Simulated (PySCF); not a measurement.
# CCSD(T)/def2-TZVP run of MgO (magnesium oxide)

What is the vertical ionisation energy of MgO (magnesium oxide) at CCSD(T)/def2-TZVP? The job is set up through a Python script.

The results are computed with PySCF 2.14.0.

9 further runs of the same task are left out: 6 that didn't finish, 3 set aside as unsound or not needed.

### 1 The system as given

MgO: 2 atoms, total charge 0, spin state singlet. SMILES: `[O]=[Mg]`. The coordinates come from a PBE0-D4/def2-TZVP relaxation.

Bond lengths: O1–Mg2 1.733 Å.

### 2 A single-point energy at CCSD(T)/def2-TZVP

calc.py reads:

```python
from pyscf import gto, scf, cc

mol = gto.M(
    atom='''
O      0.000000     0.000000    -0.045320
Mg     0.000000     0.000000     1.687290
''',
    max_memory=40,
    spin=0,
    verbose=4,
    basis='def2-tzvp',
    charge=0,
)

hf = scf.RHF(mol)
hf.max_cycle = 60
hf.conv_tol = 1e-08
hf.direct_scf_tol = 1e-08
hf.kernel()

mycc = cc.CCSD(hf, frozen=2)
mycc.kernel()
e_t = mycc.ccsd_t()
energy = mycc.e_tot + e_t
print('E(%s) = %.9f' % ('CCSD(T)', energy))
```

Run with:

```
$ OMP_NUM_THREADS=1 python calc.py
```

Output:

```text
PySCF version 2.14.0

[INPUT] num. atoms = 2
[INPUT] num. electrons = 20
[INPUT] charge = 0
[INPUT] spin (= nelec alpha-beta = 2S) = 0
[INPUT] symmetry False subgroup None
[INPUT] Mole.unit = angstrom
[INPUT] Symbol           X                Y                Z      unit          X                Y                Z       unit  Magmom
[INPUT]  1 O      0.000000000000   0.000000000000  -0.045320000000 AA    0.000000000000   0.000000000000  -0.085642387965 Bohr   0.0
[INPUT]  2 Mg     0.000000000000   0.000000000000   1.687290000000 AA    0.000000000000   0.000000000000   3.188515992717 Bohr   0.0

nuclear repulsion = 29.3205119722961
number of shells = 23
number of NR pGTOs = 99
number of NR cGTOs = 63
basis = def2-tzvp
ecp = {}

******** <class 'pyscf.scf.hf.RHF'> ********
method = RHF
initial guess = minao
damping factor = 0
level_shift factor = 0
DIIS = <class 'pyscf.scf.diis.CDIIS'>
diis_start_cycle = 1
diis_space = 8
diis_damp = 0
SCF conv_tol = 1e-08
SCF conv_tol_grad = None
SCF max_cycles = 60
direct_scf = True
direct_scf_tol = 1e-08
Set gradient conv threshold to 0.0001
Initial guess from minao.
init E= -274.216146821813
  HOMO = -0.459802194621307  LUMO = -0.169126587468909  gap/eV = 7.90969
cycle= 1 E= -274.139925499573  delta_E= 0.0762  |g|= 0.975  |ddm|= 1.67
  HOMO = -0.0546116066671051  LUMO = -0.0141328331591044  gap/eV = 1.10148
cycle= 2 E= -272.876391391662  delta_E= 1.26  |g|= 2.35  |ddm|=  1.9
  HOMO = -0.317388270832559  LUMO = -0.0771423319395694  gap/eV = 6.53742
cycle= 3 E= -274.367719532877  delta_E= -1.49  |g|= 0.137  |ddm|= 1.52
  HOMO = -0.323067118140511  LUMO = -0.0587337026138428  gap/eV = 7.19288
cycle= 4 E= -274.373890346879  delta_E= -0.00617  |g|= 0.0288  |ddm|= 0.174
  HOMO = -0.325868686309789  LUMO = -0.0540602700172599  gap/eV = 7.39628
cycle= 5 E= -274.374317719603  delta_E= -0.000427  |g|= 0.0214  |ddm|= 0.0498
  HOMO = -0.325009175771481  LUMO = -0.0522022265784727  gap/eV = 7.42346
cycle= 6 E= -274.374601322245  delta_E= -0.000284  |g|= 0.0132  |ddm|= 0.0307
  HOMO = -0.323186006243394  LUMO = -0.0501587845145153  gap/eV = 7.42945
cycle= 7 E= -274.37484043577  delta_E= -0.000239  |g|= 0.00604  |ddm|= 0.0421
  HOMO = -0.321450154734692  LUMO = -0.0484476415526771  gap/eV = 7.42878
cycle= 8 E= -274.374918830451  delta_E= -7.84e-05  |g|= 0.00187  |ddm|= 0.0358
  HOMO = -0.321262684824526  LUMO = -0.0482557430818034  gap/eV = 7.42890
cycle= 9 E= -274.37492140782  delta_E= -2.58e-06  |g|= 0.000481  |ddm|= 0.00569
  HOMO = -0.321281719986185  LUMO = -0.0481990337666787  gap/eV = 7.43096
cycle= 10 E= -274.374921489384  delta_E= -8.16e-08  |g|= 3.01e-05  |ddm|= 0.00116
  HOMO = -0.32128479007485  LUMO = -0.0482050603405355  gap/eV = 7.43088
cycle= 11 E= -274.374921509587  delta_E= -2.02e-08  |g|= 1.67e-05  |ddm|= 0.000189
  HOMO = -0.321283851947885  LUMO = -0.0482062228553275  gap/eV = 7.43082
cycle= 12 E= -274.374921471223  delta_E= 3.84e-08  |g|= 2.25e-06  |ddm|= 4.16e-05
  HOMO = -0.321283439650216  LUMO = -0.0482061079094152  gap/eV = 7.43081
cycle= 13 E= -274.374921479391  delta_E= -8.17e-09  |g|= 5.31e-07  |ddm|= 8.8e-06
  HOMO = -0.321283488020418  LUMO = -0.0482060968652007  gap/eV = 7.43081
Extra cycle  E= -274.374921486486  delta_E= -7.1e-09  |g|= 4.83e-07  |ddm|= 1.49e-06
converged SCF energy = -274.374921486486

******** <class 'pyscf.cc.ccsd.CCSD'> ********
CC2 = 0
CCSD nocc = 8, nmo = 61
frozen orbitals 2
max_cycle = 50
direct = 0
conv_tol = 1e-07
conv_tol_normt = 1e-05
diis_space = 6
diis_start_cycle = 0
diis_start_energy_diff = 1e+09
Init t2, MP2 energy = -274.86214721565  E_corr(MP2) -0.487225729163549
Init E_corr(CCSD) = -0.487225729163631
cycle = 1  E_corr(CCSD) = -0.435797305447081  dE = 0.0514284237  norm(t1,t2) = 0.179055
cycle = 2  E_corr(CCSD) = -0.483299979492293  dE = -0.047502674  norm(t1,t2) = 0.179648
cycle = 3  E_corr(CCSD) = -0.468476500544409  dE = 0.0148234789  norm(t1,t2) = 0.201974
cycle = 4  E_corr(CCSD) = -0.466898720831375  dE = 0.00157777971  norm(t1,t2) = 0.0224779
cycle = 5  E_corr(CCSD) = -0.469013810610026  dE = -0.00211508978  norm(t1,t2) = 0.0126078
cycle = 6  E_corr(CCSD) = -0.470095086536334  dE = -0.00108127593  norm(t1,t2) = 0.00602327
cycle = 7  E_corr(CCSD) = -0.470053071390649  dE = 4.20151457e-05  norm(t1,t2) = 0.00294487
cycle = 8  E_corr(CCSD) = -0.469802790887474  dE = 0.000250280503  norm(t1,t2) = 0.00164312
cycle = 9  E_corr(CCSD) = -0.469956356415798  dE = -0.000153565528  norm(t1,t2) = 0.00104685
cycle = 10  E_corr(CCSD) = -0.469919881410913  dE = 3.64750049e-05  norm(t1,t2) = 0.000354475
cycle = 11  E_corr(CCSD) = -0.46993899263622  dE = -1.91112253e-05  norm(t1,t2) = 0.000212035
cycle = 12  E_corr(CCSD) = -0.46993847877685  dE = 5.1385937e-07  norm(t1,t2) = 7.08407e-05
cycle = 13  E_corr(CCSD) = -0.469939542985643  dE = -1.06420879e-06  norm(t1,t2) = 4.53547e-05
cycle = 14  E_corr(CCSD) = -0.469940067360049  dE = -5.24374406e-07  norm(t1,t2) = 1.60937e-05
cycle = 15  E_corr(CCSD) = -0.469940289998091  dE = -2.22638042e-07  norm(t1,t2) = 7.7054e-06
cycle = 16  E_corr(CCSD) = -0.469941074651222  dE = -7.84653131e-07  norm(t1,t2) = 3.04855e-06
cycle = 17  E_corr(CCSD) = -0.46994084753151  dE = 2.27119712e-07  norm(t1,t2) = 1.54448e-06
cycle = 18  E_corr(CCSD) = -0.469940936858546  dE = -8.93270362e-08  norm(t1,t2) = 8.65548e-07
CCSD converged
E(CCSD) = -274.8448624233448  E_corr = -0.4699409368585458
CCSD(T) correction = -0.0250379580397054
E(CCSD(T)) = -274.869900381
```

It took 20 s on 1 thread of Arm Neoverse N1, shared host; peak memory 0.27 GiB.

### 3 The doublet cation

calc.py reads:

```python
from pyscf import gto, scf, cc

mol = gto.M(
    atom='O -0.000000 -0.000000 -0.045320; Mg 0.000000 0.000000 1.687290',
    charge=1,
    spin=1,
    max_memory=40,
    basis='def2-tzvp',
    verbose=3,
)

mf = scf.UHF(mol)
mf.direct_scf_tol = 1e-08
mf.max_cycle = 60
mf.conv_tol = 1e-08
mf.kernel()

mycc = cc.CCSD(mf, frozen=2)
mycc.kernel()
e_t = mycc.ccsd_t()
etot = mycc.e_tot + e_t
print(f'total energy: {etot:.8f} hartree')
```

Run with:

```
$ OMP_NUM_THREADS=1 python calc.py
```

Output:

```text
converged SCF energy = -274.190581196108  <S^2> = 0.76172033  2S+1 = 2.0116862
E(UCCSD) = -274.5703164136909  E_corr = -0.3797352175832954
UCCSD(T) correction = -0.00830413825305694
total energy: -274.57862055 hartree
```

Wall time 52 s (1 thread of Arm Neoverse N1, shared host); peak memory 0.28 GiB.

### 4 What came out

At CCSD(T)/def2-TZVP, 2 core orbitals frozen:

| quantity | value |
| --- | --- |
| singlet MgO: total energy | -274.86990 Eh |
| singlet MgO: dipole moment (Hartree–Fock density) | 9.00 D |
| singlet MgO: HOMO energy (Hartree–Fock orbitals) | -8.74 eV |
| singlet MgO: LUMO energy (Hartree–Fock orbitals) | -1.31 eV |
| singlet MgO: HOMO–LUMO gap (Hartree–Fock orbitals) | 7.43 eV |
| singlet MgO: correlation energy (2 core orbitals frozen) | -495.0 mEh |
| singlet MgO: (T) correction | -25.04 mEh |
| singlet MgO: T1 diagnostic | 0.039 |
| doublet cation: total energy | -274.57862 Eh |
| doublet cation: HOMO energy (Hartree–Fock orbitals) (highest over α and β) | -17.47 eV |
| doublet cation: LUMO energy (Hartree–Fock orbitals) (lowest over α and β) | -7.29 eV |
| doublet cation: correlation energy (2 core orbitals frozen) | -388.0 mEh |
| doublet cation: (T) correction | -8.30 mEh |
| doublet cation: ⟨S²⟩ of the reference determinant | 0.762 |
| doublet cation: T1 diagnostic | 0.017 |
| vertical ionisation energy (to the doublet cation) | 7.926 eV |

What this shows: The vertical ionisation energy comes to 7.93 eV (765 kJ/mol). The T1 diagnostic (singlet MgO) of 0.039 is above the customary mark for such species, so a single reference may not serve. The triples (singlet MgO) make up 5.1 % of the correlation energy. The triples (doublet cation) make up 2.1 % of the correlation energy.
